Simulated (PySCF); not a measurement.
Task: What does the PBE0-D3(BJ)/def2-SVP structure of `[C]#CCC` [radical] look like in three dimensions? (Doublet state.)

Result: 
```xyz
9
C4H5 angstrom
C      2.5968   -0.6126   -0.2750
C      1.5269   -0.0504   -0.1505
C      0.2198    0.5858   -0.0045
C     -0.9345   -0.4105    0.0682
H      0.2378    1.2147    0.9019
H      0.0727    1.2784   -0.8508
H     -0.9752   -1.0337   -0.8370
H     -1.8933    0.1203    0.1639
H     -0.8240   -1.0801    0.9334
```

Any rigid rotation of these coordinates is as good. Atoms count from 1 in this order. The 3 C–C bonds span 1.215 Å (C1≡C2, drawn triple) to 1.527 Å (C3–C4, drawn single), a spread of 0.312 Å. The 4 heavy atoms lie in one plane (0.001 Å rms).

Bonds between heavy atoms (Å): C1≡C2 1.215, C2–C3 1.461, C3–C4 1.527.

Computed, not measured: PySCF, PBE0-D3(BJ)/def2-SVP geometry optimisation, gas phase.

Point group: Cs (every atom within 0.08 Å of its image). PBE0-D3(BJ)/def2-SVP frequencies: not computed here. ⟨S²⟩ = 0.788 (exact for a doublet: 0.75).

The run took 19 s of wall time on an x86-64 server with one thread, shared host. That covers the optimisation of the geometry.
